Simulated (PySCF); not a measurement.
**How the method changes the constants of AlO⁻**

State: ¹Σ⁺ (singlet), closed shell. Set-up: basis Al def2-TZVPPD, O def2-TZVPPD; no relativity; PySCF 2.14. De refers to Al + O⁻ in their high-spin ground configurations, without counterpoise correction. A positive dipole points towards O; it is taken about the centre of mass and depends on that origin.

```
      Level  Re (Å)  ωe (cm⁻¹)  De (eV)  μ (D)  CPU s a point (SCF and correlation, without the integrals)
    RHF-MP2   1.664        918     6.80    n/a                                                        0.64
RHF-SCS-MP2   1.660        932     6.56    n/a                                                         n/a
   RHF-CCSD   1.640        988      n/a    n/a                                                         n/a
RHF-CCSD(T)   1.653        949      n/a    n/a                                                         7.9
        LDA   1.640        958     7.18  -1.23                                                        0.96
        PBE   1.659        924     6.34  -1.18                                                         1.2
     r²SCAN   1.642        968     6.32  -1.07                                                         2.7
      M06-L   1.639        978      n/a  -0.88                                                           2
      B3LYP   1.642        968     6.06  -1.50                                                         1.8
       PBE0   1.636        984     6.13  -1.33                                                         2.8
        M06   1.630        996     6.24  -1.33                                                         2.4
     M06-2X   1.631       1010     6.31  -1.78                                                         2.3
      ωB97X   1.631       1003     6.24  -1.49                                                         2.1
```

The bond length runs from 1.630 Å (M06) to 1.664 Å (RHF-MP2). De spans 6.06 eV (B3LYP, global hybrid GGA) to 7.18 eV (LDA, local density).

Correlated steps freeze 6 core orbitals. For an ion De counts to the pair picked by the measured ionisation energies or electron affinities, which need not be the lowest pair at this level. Where the molecule has an RHF reference, its open-shell atoms are computed with UHF. The highest Kohn–Sham level is positive in this anion. Much of that is self-interaction error, but it also means that the finite basis helps to hold the extra electron. The CCSD T1 diagnostic is raised, a sign that a single reference may not be enough here.

The whole job (state search and all levels along the bond) took about 3 min on 2 threads of Arm Neoverse V2 (shared host), peak memory 2 GiB.
